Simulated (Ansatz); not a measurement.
```yaml
crystal:
  periodic: [false, false, false]
  atoms:
    - {symbol: Pt, position_ang: [0.000000, 0.000000, 0.000000]}
    - {symbol: C, position_ang: [0.000000, 0.000000, 2.120000]}
basis:
  gaussian: {orbitals: def2-TZVP}
magnetization: {spin_polarized: true, initial_magnetization: 2}
hamiltonian: {xc: pbe0}
relax: {f_tol: 0.004, max_steps: 80}
```

```sh
$ ansatz run in.yaml --threads 1 --pin off --events-out ev --progress --plain --max-ram 2176MiB
```

Steps of the relaxation (energy above the last step; positions in Å, forces in eV/Å):

```
2
step 1, 1350.0 meV
Pt    0.000    0.000    0.000    0.000    0.000    4.669
C     0.000    0.000    2.120    0.000    0.000   -4.669
```

```
2
step 2, 8.1 meV
Pt    0.000    0.000    0.187    0.000    0.000    0.717
C     0.000    0.000    1.933    0.000    0.000   -0.717
```

```
2
step 3, 5.4 meV
Pt    0.000    0.000    0.207    0.000    0.000   -0.634
C     0.000    0.000    1.913    0.000    0.000    0.634
```

```
2
step 4, 0.0 meV
Pt    0.000    0.000    0.198    0.000    0.000    0.003
C     0.000    0.000    1.922    0.000    0.000   -0.003
```

Close pairs at the end: Pt1–C2 1.724 Å.

A stationary point of unrestricted PBE0 after 4 steps, with ⟨S²⟩ = 2.013 against 2.00 for a pure state. 17 s on 1 thread of Arm Neoverse V1, shared host.
